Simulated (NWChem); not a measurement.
## Polarisability of methanol (CH4O)

```
C
H 1 1.1011
O 1 1.4071 2 107.60
H 3 0.9652 1 108.20 2 180.00
H 1 1.1092 2 107.33 3 -122.20
H 1 1.1092 2 107.33 5 -115.60
```
Charge 0, spin multiplicity 1.

All runs are NWChem calculations. The geometry was optimised at B3LYP/def2-SVP, a minimum by its harmonic frequencies.

Basis set: 6-31G*. The field's frequency is 0.0773 Ha (589 nm). This basis has no diffuse functions, which lowers polarisabilities.

The correlated methods keep 2 core orbitals frozen. B3LYP has NWChem's definition, with VWN1-RPA local correlation. The Pople sets run with spherical d functions. No row is a measurement; the coupled-cluster row has its own basis-set and correlation limits.

### Question
For the isotropic polarisability, B3LYP gives 16.03 bohr³ and PBE gives 16.35 bohr³. What do BHandHLYP, HF, CCSD linear response give?

### Answer
BHandHLYP: 15.69 bohr³; HF: 15.49 bohr³; CCSD linear response: 15.60 bohr³.
